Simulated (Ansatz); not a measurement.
Geometry optimisation, Ansatz, RKS BLYP/6-31G*.

Input:

```yaml
crystal:
  periodic: [false, false, false]
  atoms:
    - { symbol: B, position_ang: [-0.059145, -0.484026, -0.461244] }
    - { symbol: C, position_ang: [0.016134, -0.213049, 2.338042] }
    - { symbol: H, position_ang: [-0.93818, -0.30002, 2.880576] }
    - { symbol: H, position_ang: [0.851431, -0.395087, 3.032722] }
    - { symbol: H, position_ang: [0.109315, 0.797574, 1.918869] }
    - { symbol: H, position_ang: [0.93109, 0.191043, -0.517218] }
    - { symbol: O, position_ang: [-1.237096, 0.120602, -0.805025] }
    - { symbol: H, position_ang: [-1.987784, -0.504367, -0.779441] }
    - { symbol: H, position_ang: [-0.009408, -1.651367, -0.202911] }
    - { symbol: H, position_ang: [0.051943, -0.980004, 1.542031] }
basis:
  gaussian: { orbitals: "6-31G*" }
hamiltonian:
  xc: blyp
relax:
  f_tol: 0.03
  max_steps: 50
```

Run as:

```bash
$ ansatz run input.yaml --threads 1 --pin off --max-ram 2048MiB --backend cpu --events-out ev --progress --plain --runs-dir out
```

Q: Where does it end, and by what steps?

A: It converged. The force dipped under the threshold on the way, but the program's further checks kept it going. After 34 steps the energy has fallen by 0.257 eV; H9 moved furthest, 1.68 Å.

| step | energy less start (eV) | largest force component (eV/Å) | accepted |
| --- | --- | --- | --- |
| 0 | 0.0000 | 0.478 | yes |
| 2 | -0.1805 | 0.373 | yes |
| 4 | -0.2119 | 0.291 | yes |
| 6 | -0.2176 | 0.100 | yes |
| 8 | -0.2191 | 0.139 | yes |
| 10 | -0.2211 | 0.039 | yes |
| 12 | -0.2223 | 0.225 | yes |
| 14 | -0.2249 | 0.209 | yes |
| 16 | -0.2299 | 0.244 | yes |
| 18 | -0.2388 | 0.083 | yes |
| 20 | -0.2447 | 0.267 | yes |
| 22 | -0.2498 | 0.019 | yes |
| 24 | -0.2515 | 0.062 | yes |
| 26 | -0.2534 | 0.066 | yes |
| 28 | -0.2549 | 0.128 | yes |
| 30 | -0.2560 | 0.047 | yes |
| 32 | -0.2565 | 0.035 | yes |
| 34 | -0.2569 | 0.030 | yes |

```xyz
10
Properties=species:S:1:pos:R:3
B -0.054 -0.515 -1.564
C -0.094 -0.220 3.058
H -1.087 -0.084 3.516
H 0.639 0.408 3.586
H -0.130 0.075 1.998
H 0.839 0.105 -2.074
O -0.782 0.151 -0.617
H -1.495 -0.406 -0.239
H -0.313 -1.657 -1.858
H 0.206 -1.276 3.140
```

Whether the end is a true minimum wasn't checked by a vibrational analysis.

Run time: 27 s on 1 thread of Intel(R) Xeon(R) 6975P-C (Granite Rapids), on a shared host, peak memory 0.14 GiB.
